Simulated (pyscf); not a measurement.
Multi-bond step: `[OH][Si]([SiH3])([SiH3])[SiH3]` + `[FH]` → `[OH][SiH2][Si]([F])([SiH3])[SiH3]` + `[H][H]`

Gas phase, singlet surface, charge 0. Bonds broken: O1–Si2, Si3–H7, F16–H17. Bonds formed: O1–Si3, Si2–F16, H7–H17. Optimised with ωB97X-D3(BJ)/def2-SVP in PySCF.

Transition state (Å):

```xyz
17

O     -1.5140     1.5547    -1.0385
Si    -0.4356     0.8211     0.3306
Si    -1.2902    -0.5339    -1.1984
Si    -1.6576     1.3259     2.2327
Si     1.6051     1.8456    -0.0596
H     -1.8355     2.4252    -1.3075
H     -0.5724    -2.0106    -0.5121
H     -0.6963    -0.6870    -2.5494
H     -2.6954    -1.0080    -1.1504
H     -2.8107     0.3835     2.3441
H     -2.1978     2.7150     2.1224
H     -0.8307     1.2247     3.4697
H      2.5090     1.7573     1.1233
H      1.3829     3.2852    -0.3942
H      2.2709     1.1924    -1.2259
F      0.3673    -0.8037     1.1046
H     -0.1170    -1.5493     0.2430
```

One imaginary mode, 971i cm⁻¹; descent along it reached the two sides named.

| bond | change | reactant side (Å) | saddle | product side |
|---|---|---|---|---|
| O1–Si2 | breaks | 1.689 | 1.891 | 3.0 |
| Si3–H7 | breaks | 1.508 | 1.780 | 3.1 |
| F16–H17 | breaks | 0.933 | 1.238 | 2.362 |
| O1–Si3 | forms | 3.2 | 2.107 | 1.680 |
| Si2–F16 | forms | 3.0 | 1.971 | 1.653 |
| H7–H17 | forms | 1.754 | 0.995 | 0.761 |

Electronic energies relative to the separated reactants (kcal/mol):

```
level                   barrier  reaction energy  reverse barrier
----------------------  -------  ---------------  ---------------
ωB97X-D3(BJ)/def2-TZVP     38.8            -23.7             62.5
PBE/def2-TZVP              31.8            -22.0             53.8
r²SCAN/def2-TZVP           35.4            -24.7             60.1
B3LYP-D3(BJ)/def2-TZVP     38.0            -24.3             62.3
PBE0-D3(BJ)/def2-TZVP      37.2            -21.2             58.5
M06-2X/def2-TZVP           39.7            -25.7             65.4
ωB97M-D3(BJ)/def2-TZVP     37.2            -23.5             60.6
HF/def2-TZVP               65.3            -22.4             87.7
```

With ωB97M-D3(BJ)/def2-TZVP energies and thermal terms (ideal gas, 1 atm, RRHO with modes under 100 cm⁻¹ raised to 100, one conformer, R ln 2 for chiral ones without a mode under 150 cm⁻¹), in kcal/mol:

```tsv
T (K)	ΔH‡	ΔG‡	ΔH	ΔG
298	35.2	46.6	-25.4	-22.9
600	34.8	58.4	-24.9	-20.6
900	35.1	70.1	-24.5	-18.5
1200	35.7	81.6	-24.3	-16.5
```

This saddle turned up in a search for another step; its sides and bond changes are read from the two ends of the descent. HO–Si(SiH₃)(SiH₃)–SiH₃ lies 23.7 kcal/mol over its isomer H₃Si–SiH₂–O–SiH₂–SiH₃ (electronic energy, ωB97M-D3(BJ)/def2-TZVP). This is the saddle that the search found; another between the same sides may lie lower.
